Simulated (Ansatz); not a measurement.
A run on C3H5Cl3, SMILES `ClCC(Cl)CCl` with other settings.

```yaml
crystal:
  periodic: [false, false, false]
  atoms:
    - {symbol: Cl, position_ang: [-2.696927, -0.675319, -0.040896]}
    - {symbol: C, position_ang: [-1.154644, 0.086812, -0.464651]}
    - {symbol: C, position_ang: [-0.007963, -0.445789, 0.360191]}
    - {symbol: Cl, position_ang: [0.333561, -2.148421, -0.062082]}
    - {symbol: C, position_ang: [1.276961, 0.325041, 0.130061]}
    - {symbol: Cl, position_ang: [1.134059, 1.998824, 0.724584]}
    - {symbol: H, position_ang: [-1.260755, 1.155726, -0.282587]}
    - {symbol: H, position_ang: [-0.978521, -0.087084, -1.526070]}
    - {symbol: H, position_ang: [-0.267839, -0.437348, 1.418853]}
    - {symbol: H, position_ang: [2.095967, -0.141313, 0.672455]}
    - {symbol: H, position_ang: [1.526111, 0.368882, -0.929839]}
basis:
  gaussian: {orbitals: cc-pVTZ-DK}
hamiltonian: {xc: {name: B2PLYP}, pseudopotentials: {relativity: none}}
scf: {lower_state_search: off}
```

```sh
$ ansatz run in.yaml --threads 2 --pin off --events-out ev --progress --plain --max-ram 22528MiB --backend cpu
```

Shortened log:

```
Functional definition: B2PLYP
1513 factors; integrals over basis functions are off by at most 1.1e-3 eV
mean field evaluation 1: about -40706.2083 eV, gradient 3.0e1 eV
mean field evaluation 2: about -40706.4176 eV, gradient 3.0e1 eV
mean field evaluation 4: about -40708.5091 eV, gradient 5.3e0 eV
mean field evaluation 8: about -40708.5768 eV, gradient 7.0e-2 eV
mean field evaluation 16: about -40708.5768 eV, gradient 3.1e-5 eV
mean field -40708.57684580 eV, -1496.0126058186 hartree, gradient 6.7e-6 eV, S^2 0.000000; 0 other end points of the search recorded, 0 dependent functions left out
18 core orbitals not correlated: weight in the atoms' cores, before any rotation towards them, 1.000 or more for the frozen orbitals, at most 0.000 for the correlated occupied ones
reference -40708.57702649 eV, -1496.0126124590 hartree; 19, 19 occupied and 225, 225 virtual orbitals, 1513 factors
second order -35.72474281 eV of doubles, -0.00000000 eV of singles
WARN: the results are in doubt because the basis set is contracted for relativity, which is off
Total energy: -40718.22270705 eV, -1496.3670846815 hartree
In doubt: the basis set is contracted for relativity, which is off
Checks for a lower state left out: stability, starts, cluster_reference, orbital_swaps, neighbouring_geometries, increment
```

It took 6 s on 2 threads of an AMD EPYC 7R13 on a shared host, with 0.78 GiB of host memory at the peak.
